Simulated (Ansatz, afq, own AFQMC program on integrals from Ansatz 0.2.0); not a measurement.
## Si₂NH₅, triplet in def2-TZVP, levels against AFQMC with the constraint released

```xyz
8

Si    0.3297    1.7715    0.6824
N     0.5905    0.2565   -0.1551
Si   -0.2499   -1.2659    0.0453
H     0.3324    2.9182   -0.2912
H    -1.0008    1.6697    1.3608
H     1.4170    0.2235   -0.7486
H    -1.4935   -0.9760    0.8266
H    -0.6010   -1.8563   -1.2929
```

Basis def2-TZVP. Noble-gas cores (and the filled d shells of Ga–Kr and In–Xe) are frozen. Integrals, coupled cluster, full CI and functionals: Ansatz 0.2.0; the random walks run on the same integrals in our own AFQMC program. The CISD trial takes its coefficients from CCSD amplitudes. Released means that phaseless walkers are propagated on without the constraint, phases kept. ± is one standard error of the sampling.

Determinant: UHF, the one that the program's search chose, which needn't be the lowest solution. The geometry is a PBE0/def2-SVP stationary point of this or a neighbouring charge and spin state.

No full CI on the walks' own integrals is used here. The released AFQMC energy serves as the reference, which it does only where one determinant dominates, the energy is flat over the last release times and near the phaseless one (40 meV or 2 meV an electron, half that with transition metals). On small molecules, where full CI could be run and the noise was under 10 meV, such values lay within 10 meV of it in 19 cases of 20, a flattering rate, since the rule was set on those same cases; what remains of the bias isn't in the error bar.

Cautions: the released value is read at 1.50 1/Eh (meV from the phaseless value at times in 1/Eh: -14 ± 7 at 0.24, 1 ± 4 at 0.51, -9 ± 10 at 0.99, -4 ± 10 at 1.50).

```
T1 diagnostic                               : 0.0169
weight of the determinant in the CISD state : 0.827
⟨S²⟩ of the determinant                     : 2.012
size of the correlated space                : 18 electrons in 124 orbitals
```

```csv
level,correlation energy (eV)
MP2,-10.9887
CCSD,-12.1820
CCSD(T),-12.6413
```

Problem. Estimate where phaseless AFQMC with a CISD trial lies against CCSD(T) on the same integrals.

Solution. 48.5 ± 5.5 meV below CCSD(T).

Reference: AFQMC with the constraint released, correlation energy -12.693 ± 0.010 eV.

| level | E − E(reference) (meV) | share of correlation (%) |
| --- | --- | --- |
| CCSD(T) | 52.1 ± 9.6 | 99.59 |
| ph-AFQMC/CISD | 3.5 ± 11.1 | 99.97 |

Released energies are given only where the last usable release times agree within the noise; a slower fall can still hide under it.
